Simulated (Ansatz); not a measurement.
The cluster Si2H3⁻, relaxed as a quintet with UKS PBE0-D4/def2-TZVPD in Ansatz, starting from the PBE0-D4/def2-TZVPD geometry of the charge -1 singlet. Force threshold 0.02 eV/Å.

The highest occupied level of the charge -1 quintet lies above zero (up to 0.28 eV). It is a level of α spin, whose loss leaves a quartet; that state wasn't run at this geometry and level. The electron is either unbound and held by the finite basis, or the level is raised by self-interaction error. The relaxation made no stability test and no search for a lower SCF solution. At PBE0-D4/def2-TZVPD a singlet of charge -1 lies 3.08 eV below the quintet, each at its own geometry. The structure comes from a short search, and lower isomers may exist.

Start:

```xyz
5

Si   -0.2951    1.3896    0.9548
Si   -0.2597   -0.4865   -0.1686
H     1.1478    1.6638    0.4856
H     0.8193   -1.1095   -1.0208
H    -1.4123   -1.4575   -0.2510
```

Question: Estimate the energy that the relaxation releases and the steps that it takes.

Answer: 189.3 kJ/mol, in 17 steps; 13 s on 4 threads of AMD EPYC 7B13 on a shared host. The force fell under the threshold at step 16, but the optimiser went on. No frequencies were taken in this run, so the end may be a saddle point.

Question: Does the start keep its bonding and symmetry?

Answer: By distances, no bond broke or formed. The bond that changes most is Si1–Si2, from 2.19 to 2.65 Å (atoms count from 1). Point group Cs at the start, Cs at the end, both within 0.05 Å.

Question: Predict the relaxed structure.

Answer: 
```xyz
5

Si    0.4205    1.4500    0.6760
Si   -0.3664   -0.8626   -0.3521
H     1.0044    2.7987    1.2211
H     0.5705   -1.6668   -1.2342
H    -1.6289   -1.7193   -0.3108
```
Bond lengths: 1 × Si–Si 2.65 Å; 3 × H–Si 1.52 to 1.57 Å.
